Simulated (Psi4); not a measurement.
**triplet SiHCl at 4 levels**

Aim: a comparison of 4 runs (UCAM-B3LYP/cc-pVTZ, UM06-2X/cc-pVTZ, UCCSD/cc-pVTZ, UCCSD(T)/cc-pVTZ) of triplet SiHCl. 

Program for the calculation: Psi4 1.11.

5 further runs of the same task are left out: 3 that didn't finish, 2 set aside as unsound or not needed.

## Step 1: Starting point

SiHCl: 3 atoms, total charge 0, spin state triplet. SMILES of the parent species: `[SiH]Cl`. The coordinates come from a PBE0-D4/def2-TZVP relaxation. That shape belongs to the parent species and isn't relaxed for this state.

Bond lengths: Si1–Cl2 2.077 Å, Si1–H3 1.529 Å. Angles: Cl2–Si1–H3 94.7°.

## Step 2: The energy at UCAM-B3LYP/cc-pVTZ (run 1)

run.py reads:

```python
import psi4

psi4.set_memory('2200 MB')
psi4.set_num_threads(1)
psi4.core.set_output_file('psi4.out', False)

mol = psi4.geometry("""
0 3
Si    -0.548300     0.570970    -0.233910
Cl     1.275420     0.352820     0.736230
H     -0.727130    -0.923790    -0.502320
symmetry c1
""")

psi4.set_options({
    'reference': 'uks',
    'puream': True,
    'e_convergence': 1e-09,
    'd_convergence': 1e-08,
    'scf_type': 'pk',
    'dft_radial_points': 99,
    'dft_spherical_points': 590,
    'maxiter': 100,
})

energy_value, wavefunction = psi4.energy('cam-b3lyp/cc-pVTZ', return_wfn=True)
psi4.oeprop(wavefunction, 'WIBERG_LOWDIN_INDICES', 'MULLIKEN_CHARGES', 'LOWDIN_CHARGES')
print(f'total energy {energy_value:.8f} hartree = {energy_value * 27.211386:.5f} eV')
```

On the command line:

```console
$ python run.py
```

psi4.out:

```text
[...]
  Running in c1 symmetry.
[...]
  Nuclear repulsion =   68.835515998020284
[...]
  Multiplicity = 3
[...]
  Nalpha       = 17
  Nbeta        = 15
[...]
    Number of basis functions: 82
[...]
   @UKS iter   1:  -750.24329233170783   -3.10391e-01   3.15763e-03 ADIIS/DIIS
[...]
   @UKS iter  13:  -750.26959318714876   -1.46656e-11   9.92686e-09 DIIS
[...]
   @S^2 Observed:                2.005185879E+00
[...]
  @UKS Final Energy:  -750.26959318714876
   => Energetics <=
    Nuclear Repulsion Energy =             68.8355159980202842
    One-Electron Energy =               -1173.9251292656795158
    Two-Electron Energy =                 392.5856635993732198
    DFT Exchange-Correlation Energy =     -37.7656435188627881
    Empirical Dispersion Energy =           0.0000000000000000
    VV10 Nonlocal Energy =                  0.0000000000000000
    Total Energy =                       -750.2695931871487574
[...]
 Multipole Moments:
 ------------------------------------------------------------------------------------
     Multipole            Electronic (a.u.)      Nuclear  (a.u.)        Total (a.u.)
 ------------------------------------------------------------------------------------
 L = 1.  Multiply by 2.5417464519 to convert [e a0] to [Debye]
 Dipole X            :          1.6580365           -2.2079082           -0.5498717
 Dipole Y            :          1.3027948           -1.2013293            0.1014655
 Dipole Z            :         -0.0000000           -0.0000000           -0.0000000
 Magnitude           :                                                    0.5591548
[...]
```

Standard output:

```text
total energy -750.26959319 hartree = -20415.87550 eV
```

It took 72 s on 1 thread of Intel Xeon at 2.50GHz (Skylake/Cascade Lake), shared host; peak memory 0.91 GiB.

## Step 3: Energy and gradient at UM06-2X/cc-pVTZ (run 2)

calc.py reads:

```python
import psi4

psi4.set_memory('2200 MB')
psi4.set_num_threads(1)
psi4.set_output_file('clhsi.out', False)

mol = psi4.geometry("""
0 3
Si    -0.548300     0.570970    -0.233910
Cl     1.275420     0.352820     0.736230
H     -0.727130    -0.923790    -0.502320
symmetry c1
""")

options = {'basis': 'cc-pVTZ', 'reference': 'uks', 'puream': True, 'e_convergence': 1e-09, 'd_convergence': 1e-08, 'scf_type': 'pk', 'dft_radial_points': 99, 'dft_spherical_points': 590, 'maxiter': 100}
psi4.set_options(options)

energy_value, wavefunction = psi4.gradient('m06-2x', return_wfn=True)
psi4.oeprop(wavefunction, 'WIBERG_LOWDIN_INDICES', 'DIPOLE', 'MAYER_INDICES', title='M06-2X')
print('gradient / Eh bohr^-1')
print(energy_value.np.round(6))
print(f'energy = {wavefunction.energy():.10f} Eh')
```

On the command line:

```console
$ python calc.py
```

clhsi.out:

```text
[...]
  Running in c1 symmetry.
[...]
  Nuclear repulsion =   68.835515998020284
[...]
  Multiplicity = 3
[...]
  Nalpha       = 17
  Nbeta        = 15
[...]
    Number of basis functions: 82
[...]
   @UKS iter   1:  -750.19351232195538   -2.85164e-01   2.93973e-03 ADIIS/DIIS
[...]
   @UKS iter  13:  -750.21747615110451   -7.84439e-12   5.59928e-09 DIIS
[...]
   @S^2 Observed:                2.005061418E+00
[...]
  @UKS Final Energy:  -750.21747615110451
   => Energetics <=
    Nuclear Repulsion Energy =             68.8355159980202842
    One-Electron Energy =               -1174.0636440650350778
    Two-Electron Energy =                 378.4271648877429470
    DFT Exchange-Correlation Energy =     -23.4165129718327840
    Empirical Dispersion Energy =           0.0000000000000000
    VV10 Nonlocal Energy =                  0.0000000000000000
    Total Energy =                       -750.2174761511045062
[...]
  -Total Gradient:
     Atom            X                  Y                   Z
    ------   -----------------  -----------------  -----------------
       1       -0.011149464760     0.027054125564     0.000000000000
       2       -0.001627835854    -0.011327961751     0.000000000000
       3        0.012852745192    -0.015662575674    -0.000000000000
[...]
```

Standard output:

```text
gradient / Eh bohr^-1
[[-0.011149  0.027054  0.      ]
 [-0.001628 -0.011328  0.      ]
 [ 0.012853 -0.015663 -0.      ]]
energy = -750.2174761511 Eh
```

It took 1.8 min on 1 thread of Intel Xeon at 2.50GHz (Skylake/Cascade Lake), shared host; peak memory 1.4 GiB.

Run 3 isn't shown in full; the table further down has it.

## Step 4: A single-point energy at UCCSD(T)/cc-pVTZ (run 4)

calc.dat reads:

```
memory 2.2 GB

molecule mol {
  0 3
  Si    -0.548300     0.570970    -0.233910
  Cl     1.275420     0.352820     0.736230
  H     -0.727130    -0.923790    -0.502320
  units angstrom
  symmetry c1
}

set basis cc-pVTZ
set reference uhf
set puream true
set e_convergence 1e-09
set d_convergence 1e-08
set scf_type pk
set num_frozen_docc 10
set maxiter 100

energy('ccsd(t)')
```

On the command line:

```console
$ psi4 calc.dat calc.out -n 1
```

calc.out:

```text
[...]
  Running in c1 symmetry.
[...]
  Nuclear repulsion =   68.835515998020284
[...]
  Multiplicity = 3
[...]
  Nalpha       = 17
  Nbeta        = 15
[...]
    Number of basis functions: 82
[...]
   @UHF iter   1:  -748.97272457914153   -4.47125e-01   2.22005e-03 DIIS/ADIIS
[...]
   @UHF iter  15:  -749.00313261286340   -7.61702e-12   7.88875e-09 DIIS
[...]
   @S^2 Observed:                2.008480458E+00
[...]
  @UHF Final Energy:  -749.00313261286340
   => Energetics <=
    Nuclear Repulsion Energy =             68.8355159980202842
    One-Electron Energy =               -1173.7750068423945322
    Two-Electron Energy =                 355.9363582315107237
    Total Energy =                       -749.0031326128635101
  UHF NO Occupations:
  HONO-2 :   15  A 1.9972784
  HONO-1 :   16  A 1.0000000
[...]
 Multipole Moments:
 ------------------------------------------------------------------------------------
     Multipole            Electronic (a.u.)      Nuclear  (a.u.)        Total (a.u.)
 ------------------------------------------------------------------------------------
 L = 1.  Multiply by 2.5417464519 to convert [e a0] to [Debye]
 Dipole X            :          1.5114299           -2.2079082           -0.6964783
 Dipole Y            :          1.4022325           -1.2013293            0.2009032
 Dipole Z            :         -0.0000000           -0.0000000           -0.0000000
 Magnitude           :                                                    0.7248753
[...]
      * MP2 total energy                      = -749.270727318359491
[...]
      * CCSD total energy                     = -749.301470914181664
[...]
      * CCSD(T) total energy                     = -749.314145218074941
[...]
```

Run time: 2.5 min. Hardware: 1 thread of Intel Xeon at 2.50GHz (Skylake/Cascade Lake), shared host; peak memory 0.53 GiB.

## Step 5: All runs side by side

| run | level | task | frozen core orbitals | energy (Eh) | HOMO energy (eV) | LUMO energy (eV) | ⟨S²⟩ | wall time |
| --- | --- | --- | --- | --- | --- | --- | --- | --- |
| 1 | UCAM-B3LYP/cc-pVTZ | energy | 0 | -750.269593 | -6.68 | -3.57 | 2.005 | 72 s |
| 2 | UM06-2X/cc-pVTZ | gradient | 0 | -750.217476 | -6.33 | -3.92 | 2.005 | 1.8 min |
| 3 | UCCSD/cc-pVTZ | energy | 10 | -749.301471 | -8.39 | -0.45 | 2.008 | 2.1 min |
| 4 | UCCSD(T)/cc-pVTZ | energy | 10 | -749.314145 | -8.39 | -0.45 | 2.008 | 2.5 min |

## Step 6: Outcome

```
                                                         quantity          value
                                              run 4: total energy  -749.31415 Eh
run 4: HOMO energy (Hartree–Fock orbitals) (highest over α and β)       -8.39 eV
 run 4: LUMO energy (Hartree–Fock orbitals) (lowest over α and β)       -0.45 eV
              run 4: correlation energy (10 core orbitals frozen)     -311.0 mEh
                                            run 4: (T) correction     -12.67 mEh
                         run 4: ⟨S²⟩ of the reference determinant          2.008
                                             run 4: T1 diagnostic          0.031
```

**Reading.** Totals of different functionals can't be ranked against each other. All runs together took 7.6 min, the longest 2.5 min.
